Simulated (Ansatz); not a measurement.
Two isomers of C3H5N: A = `NC1C=C1`, B = `C=CC=N`.

Calculated with Ansatz (gas phase, PBE0-D4/def2-TZVP geometries, no zero-point term in ΔE). CCSD(T)/CBS adds triple-zeta CCSD(T) − MP2 to the extrapolated MP2 energy (def2 sets, frozen cores). DFT in def2-TZVPP. B3LYP here is the variant with VWN-RPA as its local correlation; programs differ in this. Each species was taken in one conformer, which may not be the lowest.

A:

```xyz
9

N     1.375   -0.317   -0.259
C     0.000   -0.521    0.116
C    -1.112    0.387   -0.299
C    -0.708    0.492    0.929
H     1.616   -0.872   -1.071
H     1.539    0.655   -0.489
H    -0.199   -1.580    0.285
H    -1.749    0.753   -1.090
H    -0.762    1.003    1.877
```

B:

```xyz
9

C     0.738   -0.396   -1.020
C     0.240    0.599   -0.295
C    -0.774    0.425    0.759
N    -0.950   -0.584    1.505
H     1.483   -0.220   -1.787
H     0.405   -1.420   -0.885
H     0.552    1.621   -0.494
H    -1.447    1.274    0.909
H    -0.247   -1.301    1.308
```

Q: Which isomer does CCSD(T)/CBS put lower? Give the gap. (Estimate.)

A: Ansatz gave: B, by 34.6 kcal/mol.

Q: Give E(B) − E(A) in kcal/mol with B2PLYP, B3LYP-D4, CCSD(T)/def2-SVP, LDA (SPW92), PBE0-D4, ωB97M-V, r2SCAN-D4. (Estimate.)

A: Computed: B2PLYP -36.0, B3LYP-D4 -36.9, CCSD(T)/def2-SVP -36.5, LDA (SPW92) -27.4, PBE0-D4 -31.1, ωB97M-V -33.2, r2SCAN-D4 -33.6. None reverses the order clearly.

Q: Does the order hold for the free energy at 298.15 K (harmonic terms from PBE0-D4)? (Best estimate.)

A: Computed: Yes: G(B) − G(A) = -34.5 kcal/mol, for one conformer each.

Largest T1 diagnostic: 0.012.

At CCSD(T), def2-SVP lies −1.9 kcal/mol from the extrapolated value and def2-TZVPP −1.5 kcal/mol. From PBE to PBE0 (25 % exact exchange), in def2-TZVPP and without D4, E(B) − E(A) moves by +1.2 kcal/mol.
